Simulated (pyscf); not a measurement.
## Hydrogen abstraction: `[PH3]` + `[SiH3][Si]([SiH3])[SiH3]` [doublet] -> `[PH2]` [doublet] + `[SiH3][SiH]([SiH3])[SiH3]`

Gas phase, doublet surface, charge 0. Bonds broken: P1–H2. Bonds formed: H2–Si5. PySCF, gas phase, ωB97X-D3(BJ)/def2-SVP geometries.

Transition state (Å):

```xyz
17

P     -3.2405    -0.2496    -1.1061
H     -1.8951     0.4697    -0.2924
H     -3.1127    -1.3799    -0.2441
H     -2.3241    -0.7877    -2.0585
Si    -0.3194     0.6052     0.4135
Si    -0.3702     2.1627     2.1445
Si     1.1256     1.2184    -1.3068
Si     0.1420    -1.5476     1.1727
H      0.9684     2.2460     2.8028
H     -1.3801     1.7552     3.1650
H     -0.7271     3.5097     1.6111
H      2.5398     1.2202    -0.8259
H      0.7860     2.5831    -1.8061
H      1.0038     0.2437    -2.4314
H      0.0952    -2.5018     0.0252
H      1.4962    -1.6143     1.7987
H     -0.8762    -1.9583     2.1845
```

One imaginary mode, 1626i cm⁻¹; descent along it reached the two sides named.

```tsv
bond	change	reactant side (Å)	saddle	product side
P1–H2	breaks	1.425	1.729	2.9
H2–Si5	forms	3.2	1.732	1.495
```

Electronic energies relative to the separated reactants (kcal/mol):

```json
[
 {"level": "ωB97X-D3(BJ)/def2-TZVP", "barrier": "6.0", "reaction energy": "+1.0", "reverse barrier": "5.0"},
 {"level": "PBE/def2-TZVP", "barrier": "1.6", "reaction energy": "+2.2", "reverse barrier": "-0.6"},
 {"level": "r²SCAN/def2-TZVP", "barrier": "2.6", "reaction energy": "+0.9", "reverse barrier": "1.7"},
 {"level": "B3LYP-D3(BJ)/def2-TZVP", "barrier": "2.1", "reaction energy": "0.0", "reverse barrier": "2.2"},
 {"level": "PBE0-D3(BJ)/def2-TZVP", "barrier": "1.7", "reaction energy": "+0.8", "reverse barrier": "0.9"},
 {"level": "M06-2X/def2-TZVP", "barrier": "5.8", "reaction energy": "+0.6", "reverse barrier": "5.2"},
 {"level": "ωB97M-D3(BJ)/def2-TZVP", "barrier": "5.9", "reaction energy": "-0.1", "reverse barrier": "6.0"},
 {"level": "HF/def2-TZVP", "barrier": "17.6", "reaction energy": "-4.5", "reverse barrier": "22.1"}
]
```

With ωB97M-D3(BJ)/def2-TZVP energies and thermal terms (ideal gas, 1 atm, RRHO with modes under 100 cm⁻¹ raised to 100, one conformer, R ln 2 for chiral ones without a mode under 150 cm⁻¹), in kcal/mol:

| T (K) | ΔH‡ | ΔG‡ | ΔH | ΔG |
|---|---|---|---|---|
| 298 | 3.5 | 12.8 | -1.6 | -1.6 |
| 600 | 4.6 | 21.7 | -1.2 | -1.7 |
| 900 | 5.7 | 30.0 | -1.0 | -2.1 |
| 1200 | 6.6 | 37.9 | -0.8 | -2.5 |

At PBE this geometry lies under the product side: in single points on another level's saddle the reverse barrier vanishes, and the forward threshold there is about the reaction energy. This is the saddle that the search found; another between the same sides may lie lower. The angle at the transferred H is 159°.
